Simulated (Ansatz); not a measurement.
A short molecular-dynamics run on AlH2(CN) (CH2AlN).

```yaml
crystal:
  periodic: [false, false, false]
  atoms:
    - {symbol: Al, position_ang: [0.359491, 0.624251, 0.008418]}
    - {symbol: H, position_ang: [1.928035, 0.541556, 0.060019]}
    - {symbol: H, position_ang: [-0.493744, 1.943566, -0.026609]}
    - {symbol: C, position_ang: [-0.608958, -1.052142, -0.014138]}
    - {symbol: N, position_ang: [-1.184814, -2.057220, -0.027679]}
basis:
  gaussian: {orbitals: def2-SVP}
hamiltonian: {xc: {name: PBE}, dispersion: d3bj}
md: {timestep: 1 fs, n_steps: 15, ensemble: nvt_langevin, temperature: 1000, initial_velocities: maxwell_boltzmann, friction: 0.01, seed: 401}
scf: {omitted_lower_state_checks: [starts]}
```

```sh
$ ansatz run in.yaml --threads 4 --pin off --events-out ev --progress --plain --max-ram 3916MiB
```

```tsv
step	time (fs)	potential energy (eV)	kinetic (eV)	T (K)
0	0.0	-9144.6280	0.5170	800
1	1.0	-9144.5806	0.4586	710
2	2.0	-9144.5195	0.4053	627
3	3.0	-9144.4883	0.3979	616
4	4.0	-9144.4919	0.3921	607
5	5.0	-9144.5084	0.3967	614
6	6.0	-9144.5198	0.4750	735
7	7.0	-9144.5112	0.4766	737
8	8.0	-9144.4882	0.3622	560
9	9.0	-9144.4648	0.3180	492
10	10.0	-9144.4533	0.3321	514
11	11.0	-9144.4470	0.3774	584
12	12.0	-9144.4388	0.3819	591
13	13.0	-9144.4336	0.3663	567
14	14.0	-9144.4409	0.4531	701
15	15.0	-9144.4614	0.4594	711
```

Velocities are drawn at the set temperature; a run this short doesn't reach equilibrium. Under Langevin dynamics the printed temperature counts 3N degrees of freedom, so it starts below the set value.

Frames (Å, forces in eV/Å):

```xyz
5
time=0.0 fs
Al    0.359    0.624    0.008    0.002    0.007    0.000
H     1.928    0.542    0.060    0.232   -0.003    0.008
H    -0.494    1.944   -0.027   -0.119    0.199   -0.005
C    -0.609   -1.052   -0.014    0.930    1.615    0.022
N    -1.185   -2.057   -0.028   -1.045   -1.817   -0.024
5
time=1.0 fs
Al    0.354    0.627    0.006   -0.485    0.358    0.042
H     1.911    0.549    0.078    0.386   -0.004   -0.003
H    -0.516    1.988   -0.028    0.169   -0.302   -0.013
C    -0.605   -1.065   -0.003    1.877    3.357    0.054
N    -1.175   -2.057   -0.032   -1.947   -3.410   -0.081
5
time=2.0 fs
Al    0.350    0.631    0.003   -0.842    0.657    0.100
H     1.899    0.554    0.100    0.493    0.004   -0.015
H    -0.536    2.032   -0.024    0.402   -0.715   -0.029
C    -0.598   -1.075    0.007    2.360    4.288    0.095
N    -1.166   -2.059   -0.037   -2.413   -4.234   -0.152
5
time=3.0 fs
Al    0.346    0.633    0.001   -0.995    0.871    0.174
H     1.891    0.556    0.127    0.515    0.018   -0.031
H    -0.552    2.066   -0.017    0.549   -0.986   -0.054
C    -0.589   -1.081    0.016    2.231    4.151    0.099
N    -1.159   -2.066   -0.043   -2.300   -4.054   -0.188
5
time=4.0 fs
Al    0.341    0.636   -0.001   -0.966    1.034    0.251
H     1.889    0.557    0.152    0.443    0.038   -0.055
H    -0.566    2.091   -0.011    0.638   -1.155   -0.079
C    -0.578   -1.084    0.025    1.553    3.067    0.034
N    -1.152   -2.076   -0.050   -1.667   -2.983   -0.152
5
time=5.0 fs
Al    0.335    0.639   -0.004   -0.813    1.141    0.331
H     1.889    0.558    0.172    0.328    0.059   -0.084
H    -0.573    2.104   -0.006    0.663   -1.225   -0.104
C    -0.566   -1.084    0.034    0.582    1.464   -0.101
N    -1.146   -2.088   -0.056   -0.761   -1.439   -0.042
5
time=6.0 fs
Al    0.329    0.642   -0.007   -0.465    1.169    0.432
H     1.896    0.558    0.197    0.101    0.085   -0.131
H    -0.571    2.104    0.000    0.621   -1.187   -0.133
C    -0.553   -1.082    0.043   -0.483   -0.315   -0.292
N    -1.140   -2.099   -0.062    0.225    0.247    0.124
5
time=7.0 fs
Al    0.323    0.647   -0.010    0.004    1.082    0.550
H     1.909    0.558    0.228   -0.179    0.111   -0.196
H    -0.561    2.091    0.004    0.507   -1.031   -0.162
C    -0.539   -1.080    0.051   -1.433   -1.911   -0.501
N    -1.134   -2.111   -0.068    1.101    1.749    0.310
5
time=8.0 fs
Al    0.317    0.651   -0.014    0.452    0.867    0.668
H     1.917    0.561    0.263   -0.388    0.130   -0.262
H    -0.546    2.066    0.006    0.326   -0.758   -0.191
C    -0.527   -1.078    0.056   -2.097   -3.029   -0.677
N    -1.127   -2.120   -0.073    1.707    2.790    0.462
5
time=9.0 fs
Al    0.312    0.656   -0.018    0.839    0.517    0.768
H     1.920    0.564    0.294   -0.519    0.144   -0.317
H    -0.531    2.036    0.006    0.095   -0.395   -0.214
C    -0.519   -1.078    0.058   -2.438   -3.608   -0.796
N    -1.119   -2.127   -0.078    2.023    3.342    0.559
5
time=10.0 fs
Al    0.309    0.661   -0.021    1.186    0.013    0.847
H     1.918    0.572    0.323   -0.583    0.147   -0.359
H    -0.517    2.001    0.000   -0.200    0.078   -0.231
C    -0.513   -1.079    0.061   -2.441   -3.632   -0.857
N    -1.109   -2.130   -0.084    2.038    3.395    0.599
5
time=11.0 fs
Al    0.306    0.666   -0.023    1.524   -0.644    0.906
H     1.911    0.581    0.347   -0.580    0.146   -0.382
H    -0.504    1.962   -0.011   -0.574    0.674   -0.247
C    -0.509   -1.083    0.063   -2.127   -3.104   -0.849
N    -1.097   -2.130   -0.091    1.758    2.928    0.572
5
time=12.0 fs
Al    0.304    0.670   -0.026    1.778   -1.310    0.939
H     1.899    0.593    0.361   -0.514    0.141   -0.381
H    -0.498    1.926   -0.026   -0.947    1.251   -0.267
C    -0.507   -1.089    0.062   -1.524   -2.055   -0.752
N    -1.083   -2.128   -0.100    1.207    1.973    0.460
5
time=13.0 fs
Al    0.301    0.674   -0.029    1.834   -1.775    0.956
H     1.883    0.606    0.369   -0.401    0.135   -0.361
H    -0.505    1.901   -0.044   -1.187    1.605   -0.293
C    -0.507   -1.097    0.060   -0.705   -0.601   -0.571
N    -1.068   -2.126   -0.108    0.459    0.636    0.268
5
time=14.0 fs
Al    0.300    0.678   -0.033    1.582   -1.901    0.950
H     1.861    0.623    0.377   -0.211    0.132   -0.319
H    -0.528    1.890   -0.068   -1.202    1.609   -0.318
C    -0.507   -1.105    0.058    0.188    1.026   -0.342
N    -1.052   -2.124   -0.115   -0.357   -0.866    0.029
5
time=15.0 fs
Al    0.298    0.681   -0.037    1.007   -1.654    0.888
H     1.834    0.641    0.379    0.061    0.131   -0.247
H    -0.565    1.892   -0.098   -0.969    1.264   -0.324
C    -0.507   -1.112    0.056    1.030    2.604   -0.093
N    -1.037   -2.124   -0.121   -1.128   -2.345   -0.225
```

It took 4.9 s on 4 threads of Arm Neoverse V1 on a shared host.
